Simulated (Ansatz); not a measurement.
**C₂H₆B− (SMILES [CH2-]BC): molecular dynamics**

Aim: follow the atoms for 40 steps of 0.25 fs at constant energy, with velocities drawn for 300 K.

Program: Ansatz 0.2.0, Gaussian basis. Level of theory: PBE0-D4/def2-SVPD. These are calculated values, not measurements.

2 further runs of the same task are left out: 2 that didn't finish.

### Step 1. The system as given

SMILES `[CH2-]BC`, 9 atoms, charge -1, spin multiplicity 1.

Atoms are counted from 1 here; the program's logs count them from 0.

Bond lengths: C1–B2 1.433 Å, C1–H4 1.097 Å, C1–H5 1.098 Å, B2–C3 1.632 Å, B2–H6 1.219 Å, C3–H7 1.094 Å, C3–H8 1.098 Å, C3–H9 1.098 Å. Angles: B2–C1–H4 125.0°, B2–C1–H5 124.8°, H4–C1–H5 110.2°, C1–B2–C3 122.9°, C1–B2–H6 122.4°, C3–B2–H6 114.6°, B2–C3–H7 112.6°, B2–C3–H8 112.2°, B2–C3–H9 112.2°, H7–C3–H8 106.6°, H7–C3–H9 106.7°, H8–C3–H9 106.0°.

As a file:

```
C    -0.82358    0.76431   -0.97974
B     0.15922    0.59094    0.04886
C     0.52218   -0.86367    0.69361
H    -1.41607   -0.04378   -1.42645
H    -1.09086    1.72698   -1.43424
H     0.79209    1.52378    0.51268
H    -0.06330   -1.67667    0.25365
H     1.57938   -1.12701    0.55540
H     0.34094   -0.89488    1.77624
```

### Step 2. The run

md/in.yaml

```yaml
crystal:
  periodic: [false, false, false]
  atoms:
    - {symbol: C, position_ang: [-0.823580, 0.764310, -0.979740]}
    - {symbol: B, position_ang: [0.159220, 0.590940, 0.048860]}
    - {symbol: C, position_ang: [0.522180, -0.863670, 0.693610]}
    - {symbol: H, position_ang: [-1.416070, -0.043780, -1.426450]}
    - {symbol: H, position_ang: [-1.090860, 1.726980, -1.434240]}
    - {symbol: H, position_ang: [0.792090, 1.523780, 0.512680]}
    - {symbol: H, position_ang: [-0.063300, -1.676670, 0.253650]}
    - {symbol: H, position_ang: [1.579380, -1.127010, 0.555400]}
    - {symbol: H, position_ang: [0.340940, -0.894880, 1.776240]}
basis:
  gaussian: {orbitals: def2-SVPD}
total_charge: -1
hamiltonian: {xc: pbe0, dispersion: d4}
md: {n_steps: 40, timestep: 0.25, temperature: 300, ensemble: nve, seed: 624, initial_velocities: maxwell_boltzmann}
```

On the command line:

```sh
$ ansatz run in.yaml --threads 2 --pin off --events-out ev --progress --plain --max-ram 3481MiB
```

What does the calculation give? Wanted: temperature at the start; mean temperature, second half; lowest and highest potential energy, from the first frame; largest change of potential + kinetic.

As calculated:

| quantity | value |
| --- | --- |
| length | 40 steps, 10.0 fs |
| temperature at the start | 300 K |
| mean temperature, second half | 144 K |
| lowest and highest potential energy, from the first frame | 0 and 167 meV |
| largest change of potential + kinetic | 0.4 meV |

With no thermostat the total energy should stay fixed; it holds within 0.4 meV, small beside the kinetic energy, so the time step serves. The temperature runs between 116 and 300 K. The molecule keeps its bonds.
